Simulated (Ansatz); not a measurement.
C4H9N can be A, `NC1CCC1`, or B, `NCC1CC1`.

Calculated with Ansatz (gas phase, PBE0-D4/def2-TZVP geometries, no zero-point term in ΔE). CCSD(T)/CBS adds triple-zeta CCSD(T) − MP2 to the extrapolated MP2 energy (def2 sets, frozen cores). Functionals use def2-TZVPP. B3LYP here is the variant with VWN-RPA as its local correlation; programs differ in this. Each species was taken in one conformer, which may not be the lowest.

A:

```xyz
14

N     0.458   -1.339   -1.380
C    -0.276   -0.539   -0.436
C     0.162   -0.350    1.038
C    -0.323    1.108    0.933
C    -0.208    0.987   -0.598
H     0.346   -2.327   -1.193
H     1.448   -1.130   -1.330
H    -1.323   -0.860   -0.462
H    -0.275   -0.996    1.802
H     1.252   -0.397    1.116
H     0.266    1.879    1.430
H    -1.364    1.208    1.249
H    -0.953    1.474   -1.228
H     0.789    1.283   -0.940
```

B:

```xyz
14

N     1.516    0.719    1.388
C     0.714    0.925    0.194
C    -0.548    0.108    0.100
C    -0.471   -1.307   -0.387
C    -1.108   -0.251   -1.240
H     1.722   -0.268    1.497
H     0.995    0.995    2.212
H     0.472    1.991    0.131
H     1.340    0.705   -0.680
H    -1.273    0.303    0.886
H     0.500   -1.680   -0.692
H    -1.111   -2.051    0.071
H    -2.184   -0.272   -1.364
H    -0.564    0.084   -2.115
```

Question: Which isomer does CCSD(T)/CBS put lower? Give the gap. (An estimate is asked.)

Answer: Computed: A, by 17.2 kJ/mol.

Question: Give E(B) − E(A) in kJ/mol with B3LYP-D4, HF/def2-TZVPP, ωB97M-V, B3LYP, CCSD/def2-TZVPP, PBE0-D4, MP2/def2-TZVPP. (An estimate is asked.)

Answer: The calculation gave: B3LYP-D4 12.6, HF/def2-TZVPP 11.1, ωB97M-V 15.3, B3LYP 10.2, CCSD/def2-TZVPP 16.7, PBE0-D4 15.0, MP2/def2-TZVPP 14.4. None reverses the order clearly.

Largest T1 diagnostic: 0.009.

In def2-TZVPP, CCSD(T) changes the Hartree–Fock value by +6.2 kJ/mol (the triples alone add +0.6 kJ/mol) and MP2 by +3.3 kJ/mol.
